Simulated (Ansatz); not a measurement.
Spin states of GaH⁻, each at its own bond length

Ansatz 0.2.0, basis aug-cc-pVDZ; geometries are PBE0/def2-TZVP minima. Wave-function levels freeze the cores with the filled d shells of p-block atoms; HF, MP2 and coupled cluster are restricted for singlets and unrestricted otherwise, restricted open-shell where a d shell is frozen, Kohn–Sham unrestricted where that lies lower. NEVPT2 stands on CASSCF in the full valence space. The reference is full CI, exact within the basis. Semilocal and hybrid functionals correlate all electrons outside any core potential and usually lie nearer their basis limit than the reference, so part of their error here is the reference's basis and frozen-core error; RPA and the MP2 part of double hybrids freeze the same cores as the reference. None of these values is a measured one. Energies are electronic, without zero-point terms. No spin–orbit coupling and no scalar relativity. The set is small: such energies can lie up to about 0.3 eV from the limit, spin gaps mostly less, so near ties and functionals' places can change in larger sets. The species are chosen: bound, without strong static correlation by their natural occupations or amplitudes, and with a ladder that closes on the reference, so errors are smaller than for species at large; levels whose determinant breaks symmetry or spin markedly are left out.

A. quartet; Ga–H 1.603. Coordinates (Å): Ga 0.000 0.000 0.000; H 0.000 0.000 1.603
B. doublet; Ga–H 1.724. Coordinates (Å): Ga 0.000 0.000 0.000; H 0.000 0.000 1.724

Problem. From bonding and spin, estimate the order of these in energy at full CI, each at its own geometry.

Solution. At full CI, above the lowest of those listed: B (0.0 kJ/mol), A (138.8 kJ/mol).

```
   level  A less B (kJ/mol)
 full CI              138.8
    CCSD              137.8
 CCSD(T)              138.6
   CCSDT              138.6
CCSDT(Q)              138.7
  NEVPT2              129.2
     PBE              154.2
  r2SCAN              133.5
    PBE0              146.0
```

Every level shown puts the same form lowest.

The geometries are PBE0's, not this basis's own minima.
